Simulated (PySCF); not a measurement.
PySCF input for LiF, SMILES [Li][F], PBE0/pcSseg-2. The structure is a stationary point at PBE-D3(BJ)/def2-TZVPD.

```python
import numpy as np
from pyscf import gto, scf, dft
from pyscf.prop.nmr import rks as nmr

mol = gto.M(
    atom='''
    Li    0.00000000    0.00000000   -1.18622885
    F     0.00000000    0.00000000    0.39540962
    ''',
    basis='pcSseg-2',
    charge=0,
    spin=0,
    max_memory=1600,
    verbose=3,
)
mf = dft.RKS(mol, xc='pbe0')
mf.grids.level = 3
mf.conv_tol = 1e-10
mf.max_cycle = 100
mf.kernel()
n = nmr.NMR(mf)
n.verbose = 2
n.max_cycle_cphf = 60
sigma = n.kernel()
print('atom   isotropic/ppm   span/ppm')
for i, s in enumerate(sigma):
    w = np.linalg.eigvalsh((s + s.T) / 2)
    print(f'{mol.atom_symbol(i):2s}{i + 1:3d} {w.mean():14.3f} {w[2] - w[0]:11.3f}')
```

It prints:

```
converged SCF energy = -107.350529822637
atom   isotropic/ppm   span/ppm
Li  1         88.205      26.266
F   2        348.368     198.668
```

The run converged.
